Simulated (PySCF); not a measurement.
## Working with the constants of MgB

ROHF-CCSD(T) constants of MgB, doublet, unpaired electrons π ↑ (basis Mg x2c-SVPall, B x2c-SVPall; spin-free X2C with a Gaussian nucleus; PySCF 2.14; masses 23.9850 and 11.0093 u):

- ωe: 346.8 cm⁻¹
- ωexe: 8.22 cm⁻¹
- Be: 0.38766 cm⁻¹
- αe: 0.00838 cm⁻¹
- De to Mg + B: 0.371 eV

Q: What force constant and bond length do these constants imply?

A: Reduced mass μred = 7.5458 u; k = 5.8918×10⁻⁷·μred·ωe² (u, cm⁻¹, mdyn/Å) = 0.535 mdyn/Å; Re = √(16.8576/(μred·Be)) (u, cm⁻¹, Å) = 2.401 Å.

Q: Estimate the centrifugal constant D from the Kratzer relation and find the Dunham coefficient a1.

A: D = 4Be³/ωe² = 1.94e-06 cm⁻¹; a1 = −1 − αeωe/(6Be²) = -4.22.

Correlated steps freeze 2 core orbitals. The bond is weak. Basis-set superposition, not corrected here, can be much of De in a small basis, most of all at correlated wavefunction levels. The CCSD T1 diagnostic is raised, a sign that a single reference may not be enough here. The state is the lowest determinant that a PBE0 search found; another state may lie lower at other levels.
